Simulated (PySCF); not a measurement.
Does the answer move with the share of exact exchange?

Compound: CFCl3.
Bonds: F1–C2, C2–Cl3, C2–Cl4, C2–Cl5.

PySCF, def2-TZVP basis, density fitting, gas phase, GFN2-xTB geometry. One functional is left out:

```tsv
functional	exact exchange (%)	HOMO energy (eV)	LUMO energy (eV)	dipole moment (D)
HCTH407	0	-7.89	-2.51	0.297
OLYP	0	-7.53	-2.18	0.272
revPBE	0	-7.60	-2.27	0.259
mPW1PW91	25	-9.17	-1.30	0.362
BHandHLYP	50	-10.47	-0.09	0.466
```

Question: Predict the row of B97-2 (21 % exact exchange) by straight lines through the other rows, and check it.

Answer: 
| property | line | computed | computed − line | mPW1PW91 (25 %), for comparison |
| --- | --- | --- | --- | --- |
| HOMO energy (eV) | -8.87 | -8.88 | -0.01 | -9.17 |
| LUMO energy (eV) | -1.41 | -1.39 | +0.02 | -1.30 |
| dipole moment (D) | 0.354 | 0.345 | -0.009 | 0.362 |

Question: Which of these properties follows the share of exact exchange most closely, and which least?

Answer: Most closely the HOMO energy, least the dipole moment; the correlations over the tabulated rows are HOMO energy -0.994, LUMO energy 0.992, dipole moment 0.986. The HOMO energy moves by -0.564 eV for every 10 %. Functionals with the same share still differ in their other parts: at 0 % HCTH407 and OLYP differ by 0.36 eV in it.
